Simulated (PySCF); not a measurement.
## How methods differ on the ionisation energy of He

He 1s2 (1S) → He⁺ 1s1 (2S), as a difference of total energies. Computed with PySCF 2.14 in dyall-acv3z, with the spin-free X2C one-electron Hamiltonian (Gaussian nucleus). Correlated levels: valence: nothing frozen; virtual orbitals above 40 to 60 times the deepest correlated orbital energy dropped. The calculations carry no spin-orbit coupling.

Order these methods by the ionisation energy they give, lowest first.
A. CCSD (valence)
B. SCS-MP2 (valence)
C. MP2 (valence)
D. UHF

D (23.447 eV), C (24.377 eV), A (24.534 eV), B (24.563 eV).

Errors of the correlated levels include the incompleteness of this basis.

With two correlated electrons CCSD is exact in that space.

For comparison: 24.587 eV (measured; NIST Atomic Spectra Database, ionization energies).
